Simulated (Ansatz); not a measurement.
Relaxation of C4H7N (12 atoms, charge 0, multiplicity 1), to a largest force component of 0.02 eV/Å in at most 50 steps.

Level of theory: RKS PBE0-D4/def2-SVP (Ansatz).

```xyz
12
Properties=species:S:1:pos:R:3
C -1.777 0.370 0.604
C -0.508 0.322 0.800
C 0.443 -0.197 -0.152
C 1.804 -0.413 0.275
N 0.101 -0.435 -1.460
H -2.477 0.827 1.363
H -2.268 0.078 -0.321
H -0.085 0.669 1.760
H -0.869 0.295 -0.228
H 2.489 -0.814 -0.368
H -0.591 0.254 -1.750
H 0.906 -0.491 -2.063
```

Q: Where does it end, and by what steps?

A: The forces met the threshold. After 43 steps the energy has fallen by 7.922 eV; H10 moved furthest, 1.86 Å. The start is strongly strained (largest force component 8 eV/Å), so its close contacts needn't be bonds. Parted: C2–H9 (1.09 → 2.17 Å). Joined: C2–C4 (2.48 → 1.51 Å).

```
step  energy less start (eV)  largest force component (eV/Å)  accepted
   0                  0.0000                           8.477       yes
   2                 -2.6821                           2.486       yes
   4                 -4.0889                           2.842       yes
   6                 -5.3516                           1.551       yes
   8                 -5.8691                           0.407       yes
  10                 -5.9034                           0.597       yes
  12                 -5.9139                           0.084       yes
  14                 -5.9145                           0.036       yes
  16                 -5.9150                           0.026       yes
  18                 -5.9105                           0.337        no
  20                 -5.9155                           0.020       yes
  22                 -5.9079                           0.444        no
  24                 -5.9249                           0.191       yes
  26                 -5.9458                           0.581       yes
  28                 -6.0303                           0.654       yes
  30                 -6.1916                           1.148       yes
  32                 -6.7163                           1.507       yes
  34                 -7.5609                           1.291       yes
  36                 -7.8305                           0.816       yes
  38                 -7.8951                           0.764       yes
  40                 -7.9121                           0.508        no
  42                 -7.9217                           0.023       yes
  43                 -7.9218                           0.014       yes
```

```xyz
12
Properties=species:S:1:pos:R:3
C -1.415 0.881 0.666
C -0.291 -0.136 0.622
C 0.455 -0.431 -0.628
C 1.127 0.240 0.271
N 0.352 -1.089 -1.803
H -1.486 1.349 1.662
H -2.395 0.420 0.455
H -0.454 -0.973 1.330
H -1.246 1.684 -0.069
H 2.043 0.702 0.622
H -0.578 -1.267 -2.158
H 1.055 -0.913 -2.510
```

Time of the run: 2.8 min on 2 threads of Intel(R) Xeon(R) Platinum 8175M CPU @ 2.50GHz (Skylake/Cascade Lake), on a shared host, peak memory 0.24 GiB.
